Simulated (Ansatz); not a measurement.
Born–Oppenheimer molecular dynamics of AlCl2H (4 atoms, charge 0, multiplicity 1). It starts at the highest image of a converged band, a first-order saddle point between two minima.

These are results of RKS PBE/def2-SVP in Ansatz, not measurements.

```json
{"ensemble": "NVE (velocity Verlet)", "time step": "0.5 fs", "steps asked": "200", "starting velocities drawn for": "300 K", "seed": "9717"}
```

First frame:

```xyz
4
Properties=species:S:1:pos:R:3
Al -0.389 0.000 0.552
H 1.093 0.000 1.426
Cl 2.093 0.000 0.112
Cl -1.430 0.000 -1.302
```

Question: How far do the bonds stretch over the last three quarters of this one trajectory? (Pairs bonded in most of those frames.)

Answer: 
```json
{"bond": "Al1–Cl4", "mean (Å)": "2.192", "spread (Å)": "0.056", "shortest": "2.11", "longest": "2.27"}
{"bond": "H2–Cl3", "mean (Å)": "1.306", "spread (Å)": "0.039", "shortest": "1.25", "longest": "1.37"}
```

Mean temperature of the second half: 1842 K. The conserved energy stayed within 0.14 meV per atom of its start (net change 0.053 meV per atom), so the integration is sound. The kinetic energy rose, since the run started high on the potential surface and went downhill. It ends in pieces (AlCl + ClH), so much of that is their flight and rotation, not heat. A run of 0.1 ps of so small a system gives no equilibrium averages. The orbitals stay closed-shell, which can raise the energy where a bond breaks towards radicals; this wasn't checked here.

Run time: 3.7 min on 1 thread of Arm Neoverse V1 (shared host), peak memory 0.095 GiB.
